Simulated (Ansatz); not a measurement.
Ansatz input

```yaml
crystal:
  lattice:
    - [-2.5124914082, 2.5124914082, 2.5124914082]
    - [2.5124914082, -2.5124914082, 2.5124914082]
    - [2.5124914082, 2.5124914082, -2.5124914082]
  atoms:
    - { symbol: Ba, position: [0.0, 0.0, 0.0] }
hamiltonian:
  xc: pbe
  pseudopotentials:
    kind: paw
    azcp:
      Ba: "pseudopotentials/Ba.paw.azcp"
basis:
  ecutwfc: 420
  fft_grid_basis: typed
kpoints:
  mp_grid: { grid: [9, 9, 9], shift: [0, 0, 0] }
magnetization:
  spin_polarized: false
scf:
  occupations: { method: gaussian, width: 0.3 }
  lower_state_search: "off"
output:
  stress: true
```

Terminal output

```
Engine: ansatz 0.2.0, x86_64-unknown-linux-gnu
Pseudopotentials: kind: paw
Pseudopotential: Ba, paw, valence charge 10, recommended cutoff 420 eV (normal) 
Functional definition: PBE
  parameter kappa = 0.804
  parameter beta = 0.06672455060314922
  exchange = pbe_x(kappa = kappa, mu = beta*pi^2/3)
  correlation = pbe_c(beta = beta)
Crystal: 1 atoms, lattice volume = 63.442 Å³
Basis set: ecut = 420 eV, 1253 PW (Γ)
Bands: 9, of which v1, the nominal top of the filled ones, is band 5 counted from 1 (4 counted from 0)
Symmetry: 48 space group operations
Space group: Im-3m (ITA 229), of the structure as read, at distance tolerance 4.0e-5 Å
k-points: 35 of 729
Non-local potential: Ba, projectors of the file, l = 0: 3, l = 1: 2, l = 2: 2, l = 3: 2
PAW form: soft (Blöchl's): semilocal exchange-correlation on the pseudo side does not see the compensation charge
PAW one-centre angular grid: Ba, 194 points (default); XC on 64 Gauss nodes
Initial density: superposition of atomic densities (neutral atoms: chi_scale 0, normalization atom), corrected by the library's trained network
Initial wavefunctions: pseudopotential atomic-orbital guess
Functional: x = pbe(κ = 0.804, μ = 0.2195149727645171), c = pbe(β = 0.06672455060314922)
SCF iter   1: F=—  HF=-5949.568883 eV  |F-HF|=—  |Δ(HF+E_count)|=         —  Δρ=9.42e-4  dr2=8.42e-4  ethr=1.77e-3  ⟨swp⟩=7.0  Hψ=2813  notcnv=0
SCF iter   2: F=—  HF=-5949.568947 eV  |F-HF|=—  |Δ(HF+E_count)|=   6.40e-5  Δρ=6.50e-4  dr2=4.07e-4  ethr=8.42e-6  ⟨swp⟩=2.3  Hψ=735  notcnv=0
SCF iter   3: F=—  HF=-5949.568967 eV  |F-HF|=—  |Δ(HF+E_count)|=   2.00e-5  Δρ=1.01e-4  dr2=7.61e-6  ethr=4.07e-6  ⟨swp⟩=2.9  Hψ=492  notcnv=0
SCF iter   4: F=—  HF=-5949.568968 eV  |F-HF|=—  |Δ(HF+E_count)|=   1.20e-6  Δρ=4.51e-5  dr2=7.42e-7  ethr=7.61e-8  ⟨swp⟩=2.0  Hψ=502  notcnv=0
iter 5 did not close the SCF: its close was put off for the readings that it lacked (scf_convergence_deferred on its scf_iter line)
SCF iter   5: F=-5949.568969 eV  HF=-5949.568969 eV  |F-HF|=2.06e-8  |Δ(HF+E_count)|=   8.27e-7  Δρ=5.94e-6  dr2=2.38e-8  ethr=7.42e-9  ⟨swp⟩=2.6  Hψ=481  notcnv=0
SCF iter   6: F=-5949.568969 eV  HF=-5949.568969 eV  |F-HF|=1.29e-9  |Δ(HF+E_count)|=   2.18e-8  Δρ=1.25e-6  dr2=1.35e-9  ethr=2.38e-10  ⟨swp⟩=2.9  Hψ=1057  notcnv=0
SCF 1 converged in 6 iterations: F = -5949.568969 eV  dr2 = 1.35e-9
SCF converged after 6 iterations
Free energy (F): -5949.568969 eV
Harris-Foulkes:  -5949.568969 eV  (|F-HF|=1.29e-9)
Internal energy: -5949.507475 eV  (E = F + TS)
E sigma→0 (E₀):  -5949.538222 eV
Entropy (-TS):   -0.061494 eV (-61.494 meV/atom)
Fermi energy:    5.804815 eV
--- Per-component energies (eV) ---
  E_band       = -85.462479
  E_kinetic    = 166.383416
  E_local      = -378.851843  (includes V_loc(G=0)·N_el)
  E_nonlocal   = 57.084438
  E_hartree    = 119.610042
  E_xc         = -166.480148
  E_vxc        = -133.535481  (∫ρ·V_xc dr)
  E_paw        = -5225.822029  (= ΣΔE_a)
  E_vpaw       = -35.763129  (= ΣTr[D̂ρ^β])
  E_aug_tail   = -0.000002  (compensation charges beyond the density's cutoff)
  E_ewald      = -521.431350
  E_smearing   = -0.061494  (= −TS)
  E_closure    = 0.000000  (closes the sum)
  Σ components = -5949.568969   (vs F -5949.568969, Δ=0.00e0)
--- Stress (GPa, compression-positive) ---
        0.006877      -0.000000      -0.000000
        0.000000       0.006877      -0.000000
        0.000000       0.000000       0.006877
  P = ⅓ Tr σ = 0.0069 GPa (0.069 kbar)
```

Command:

```sh
ansatz run input.yaml --threads 1 --pin off --max-ram 3584MiB --backend cpu --events-out ev --progress --plain --runs-dir out
```

On 1 thread of Intel(R) Xeon(R) Platinum 8259CL CPU @ 2.50GHz (Skylake/Cascade Lake) (shared host) this took about 1.7 s of wall time and 1.7 s of CPU time.
